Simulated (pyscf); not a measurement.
H₃Si–O–SnH₃ + water (H₂O) → silanol (HO–SiH₃) + HO–SnH₃ (four-centre exchange; singlet surface; O–Si, H–O broken, O–Si, H–O formed). Single points on ωB97X-D3(BJ)/def2-SVP structures (PySCF, gas phase). Rate constants from transition-state theory, ωB97M-D3(BJ)/def2-TZVP energies (ideal gas, 1 atm, RRHO with modes under 100 cm⁻¹ raised to 100, one conformer, R ln 2 for rigid chiral ones; no tunnelling), k in cm³ molecule⁻¹ s⁻¹.

| T (K) | 1000/T | log10 k |
|---|---|---|
| 298 | 3.354 | -30.13 |
| 600 | 1.667 | -22.05 |
| 900 | 1.111 | ? |
| 1200 | 0.833 | -17.63 |

Question: Fit an Arrhenius line to the three values, give the activation energy, and predict k at 900 K.

Answer: Least squares gives log10 k = -13.64 − 4.93 × 1000/T, so Ea = 4.93 × ln 10 × 1.987 = 22.6 kcal/mol, against an electronic barrier of 21.4. At 900 K the line gives -19.12; the computed value is -19.16 (ΔG‡ = 55.7 kcal/mol), close to the line. On the reactant side the descent ends in a complex, 5.0 kcal/mol under the separated species and 26.5 kcal/mol under the saddle at ωB97X-D3(BJ)/def2-TZVP. On the product side the descent ends in a complex (not fully relaxed), 4.3 kcal/mol under the separated species and 20.0 kcal/mol under the saddle at ωB97X-D3(BJ)/def2-TZVP. One saddle was located; it need not be the lowest between these sides. Elements past Kr carry the def2 core potentials, without spin-orbit coupling.
